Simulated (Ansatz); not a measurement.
## Ansatz (development build ahead of 0.2.0) run

```yaml
crystal:
  periodic: [false, false, false]
  atoms:
    - { symbol: C, position_ang: [0.0, 0.0, 0.0] }
    - { symbol: O, position_ang: [0.0, 0.0, 1.2] }
    - { symbol: O, position_ang: [0.0, 1.08408, -0.78763] }
    - { symbol: C, position_ang: [0.0, 2.34354, -0.08951] }
    - { symbol: H, position_ang: [0.0, -0.9712, -0.49485] }
    - { symbol: H, position_ang: [0.0, 3.1599, -0.81176] }
    - { symbol: H, position_ang: [-0.88982, 2.4127, 0.53622] }
    - { symbol: H, position_ang: [0.88982, 2.4127, 0.53622] }
basis:
  gaussian: { orbitals: cc-pVDZ }
hamiltonian:
  xc: hf
correlation:
  method: mp2
  frozen_orbitals: { C: 1, H: 0, O: 1 }
```

The input is written out in the form of the current development build from the run's settings.

Output:

* Converged: yes
* Reference energy: -227.80243 hartree
* Correlation energy: -0.63700 hartree
* Total energy: -228.43943 hartree
* Spin squared of the determinant: 0.000
